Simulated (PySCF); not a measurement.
## Molecular orbitals of SiB⁺

MN15 at R = 2.099 Å; PySCF, no relativity, basis sets Si def2-TZVPPD, B def2-TZVPPD. State: ³Π (triplet), unpaired electrons σ ↑, π ↑. Only the outer orbitals are listed, counted within each symmetry.

| spin | orbital | occ. | ε (eV) | on Si (%) | main shells (%) |
| --- | --- | --- | --- | --- | --- |
| α | 5σ | 1 | -22.08 | 66 | 58 Si s, 29 B s |
| α | 6σ | 1 | -17.33 | 49 | 49 B s, 39 Si s, 10 Si p |
| α | 7σ | 1 | -13.78 | 39 | 48 B p, 35 Si p, 12 B s |
| α | 2π | 1 | -13.45 | 62 | 59 Si p, 37 B p |
| α | 2π | 0 | -10.40 | 65 | 63 Si p, 34 B p |
| α | 3π | 0 | -7.89 | 45 | 56 B p, 42 Si p |
| α | 3π | 0 | -7.30 | 42 | 58 B p, 38 Si p |
| β | 5σ | 1 | -20.97 | 67 | 60 Si s, 27 B s |
| β | 6σ | 1 | -15.83 | 59 | 44 B s, 43 Si s, 15 Si p |
| β | 2π | 0 | -9.91 | 67 | 65 Si p, 31 B p |
| β | 2π | 0 | -9.23 | 62 | 60 Si p, 36 B p |
| β | 7σ | 0 | -8.75 | 30 | 39 B p, 30 Si p, 30 B s |

Task: Which are the highest filled and the lowest empty level, where do they sit, and how wide is the gap?

Result: Highest filled α 2π at -13.45 eV (in %: 59 Si p, 37 B p); lowest empty α 2π at -10.40 eV (in %: 63 Si p, 34 B p); the gap at MN15 is 3.05 eV. Both belong to one degenerate shell, split only by its one-sided filling, so this is no excitation gap.

```json
{
  "bond order (Mayer)": "1.20",
  "⟨S²⟩": "2.005",
  "charge on Si (Mulliken, basis-dependent)": "0.59",
  "charge on Si (Löwdin, basis-dependent)": "0.91",
  "dipole moment (positive dipole points towards B; it is taken about the centre of mass and depends on that origin)": "0.60 D"
}
```

The state was picked by a PBE0 search and need not be the measured ground state.
